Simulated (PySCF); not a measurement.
1,1-elimination

Start structure (SiH₂F₂, closed shell), relaxed at PBE0-D4/def2-TZVP:

Si1  (0.023, -0.009, -0.019)
H2  (0.665, 0.839, -1.040)
H3  (0.392, -1.436, -0.084)
F4  (-1.549, 0.112, -0.179)
F5  (0.413, 0.546, 1.414)
(Å)

The step: SiH₂F₂ ([F][SiH2][F]) → SiF₂ + H₂; bonds formed: H2–H3; bonds broken: Si1–H2, Si1–H3. Computed with PySCF 2.14 with density fitting (its default auxiliary sets; JK sets also for MP2 and CCSD(T)) (basis: def2-TZVPP and def2-QZVPP); correlated methods freeze the cores. Extrapolation: Hartree–Fock as exp(−7.88 √X), correlation as X^−2.97. Energies below are by CCSD(T) at an estimated basis limit (MP2 extrapolated from triple and quadruple zeta, plus CCSD(T) − MP2 in triple zeta).

Task: What are the electronic barrier and the energy of the step, from the start structure to the end structure? (Judge from chemistry; the value comes from the calculation.)

Result: Computed: Barrier 87.50 kcal/mol; step energy 37.85 kcal/mol (uphill); reverse barrier, their difference, 49.65 kcal/mol. Barrier and step energy count from the start structure, the reverse barrier from the end structure.

The saddle point: One imaginary mode of 1519i cm⁻¹.
```
  pair  start (Å)  saddle (Å)  end (Å)
 H2–H3       2.48        1.23     0.75
Si1–H2       1.47        1.76     3.24
Si1–H3       1.47        1.48     3.26
```

Zero-point energy (harmonic, PBE0-D4): ZPE is 14.39 kcal/mol at the start and 11.41 kcal/mol at the saddle, so the barrier goes from 87.50 to 84.52 kcal/mol.

First-order rate constant out of the start structure at 898 K by transition-state theory, with harmonic vibrational free energies alone and no tunnelling: ΔA‡ = 84.44 kcal/mol, so k = (kB T/h) exp(−ΔA‡/kB T) ≈ 10^-7 s⁻¹ (an order of magnitude at best: rotation, the number of equivalent paths and anharmonicity are left out).

T1 diagnostic: at most 0.016. The restricted Hartree–Fock reference is unstable towards an unrestricted one at one or more of these structures. A large double-excitation amplitude points to some diradical character; no triplet was computed. The end structure is not quite a true minimum (one mode of 29i cm⁻¹).

Losses and insertions of silylenes and their heavier kin drive the gas-phase chemistry of silicon and germanium vapour deposition.

Labels in which every atom is bracketed show which atoms are joined, not bond orders.

For scale, one of the runs: CCSD(T)/def2-TZVPP, 132 basis functions, launched by `OMP_NUM_THREADS=4 python run.py`. The run took 58 s on 4 CPU threads of an Arm Neoverse V1 (shared host), with 0.75 GiB of host memory at its peak.
